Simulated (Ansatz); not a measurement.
Relaxation of AlClHLi (4 atoms, charge 0, multiplicity 1), to a largest force component of 0.02 eV/Å in at most 40 steps.

Computed with RKS B3LYP-D4/def2-SVPD (Ansatz 0.2.0).

```xyz
4
Properties=species:S:1:pos:R:3
Li -2.409 0.179 0.147
Al 0.058 0.004 -0.009
Cl 1.448 -1.340 0.662
H 0.902 1.156 -0.800
```

Q: Where does it end, and by what steps?

A: It converged. After 6 steps the energy has fallen by 0.248 eV; Al2 moved furthest, 0.26 Å.

```tsv
step	energy less start (eV)	largest force component (eV/Å)	accepted
0	0.0000	1.702	yes
1	-0.2075	0.329	yes
2	-0.2389	0.138	yes
3	-0.2421	0.157	yes
4	-0.2475	0.058	yes
5	-0.2483	0.024	yes
6	-0.2483	0.007	yes
```

```xyz
4
Properties=species:S:1:pos:R:3
Li -2.485 -0.023 0.279
Al 0.082 0.220 -0.143
Cl 1.281 -1.415 0.725
H 1.122 1.218 -0.861
```

Whether the end is a true minimum wasn't checked by a vibrational analysis.

Run time: 11 s on 1 thread of Arm Neoverse V2, on a shared host, peak memory 0.13 GiB.
